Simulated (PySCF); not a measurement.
All values below come from PBE0-D4/def2-TZVP // PBE0-D4/def2-SVP in PySCF 2.14.0. Isolated molecules, 0 K electronic values unless said otherwise. Delta-SCF ions had no search for a lower state. 

Reference species (SMILES): `N` (neutral, multiplicity 1).

```yaml
HOMO–LUMO gap: 8.71 eV
vertical ionisation energy (Delta-SCF): 10.87 eV
```

Changed species: `O` (free base H2O; the reference has free base NH3).

What does the change do to the HOMO–LUMO gap and vertical ionisation energy (Delta-SCF)?

the HOMO–LUMO gap goes up by 1.02 eV, to 9.73 eV; the vertical ionisation energy (Delta-SCF) goes up by 1.66 eV, to 12.53 eV.
